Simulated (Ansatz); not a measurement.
# BNSi: the cost of one run

The runs use Ansatz 0.2.0, Gaussian basis; def2-QZVPP, all electrons in the functionals, frozen cores in the correlation of double hybrids and RPA.

Plan: wB97M-V, B2PLYP, at charge 0, triplet; charge 0, singlet; charge 0, quintet; charge 1, doublet; charge 1, quartet.

2 further runs of the same task are left out: 2 set aside as unsound or not needed.

### 1 What is computed

The geometry is a PBE0/def2-TZVP stationary point (not a proven minimum).

3 atoms, charge 0, spin multiplicity 3.

Atoms are counted from 1 here; the program's logs count them from 0.

Bond lengths: B1–Si2 1.862 Å, Si2–N3 1.606 Å. Angles: B1–Si2–N3 180.0°.

No dispersion term is added; wB97M-V holds VV10 nonlocal correlation.

The geometry shown and the zero of energy belong to the point charge 0, triplet. The yardstick, UCCSD(T), and other wave-function levels (R restricted, U unrestricted, valence and pair active spaces) come from earlier runs.

### 2 wB97M-V, charge 0, triplet

Input file in.yaml:

```yaml
crystal:
  periodic: [false, false, false]
  atoms:
    - {symbol: B, position_ang: [0.000000, 0.000000, 1.776800]}
    - {symbol: Si, position_ang: [0.000000, 0.000000, -0.085500]}
    - {symbol: N, position_ang: [0.000000, 0.000000, -1.691300]}
basis:
  gaussian: {orbitals: "def2-QZVPP.json"}
magnetization: {spin_polarized: true, initial_magnetization: 2}
hamiltonian: {xc: {name: wB97M-V}}
output: {orbitals: {seedname: orbitals}}
```

Command:

```console
> ansatz run in.yaml --threads 1 --pin off --events-out ev --progress --plain --max-ram 2393MiB
```

What time and memory should one allow on 1 thread of Arm Neoverse V1, shared host?

About 1.7 min, with a peak of 0.59 GiB.
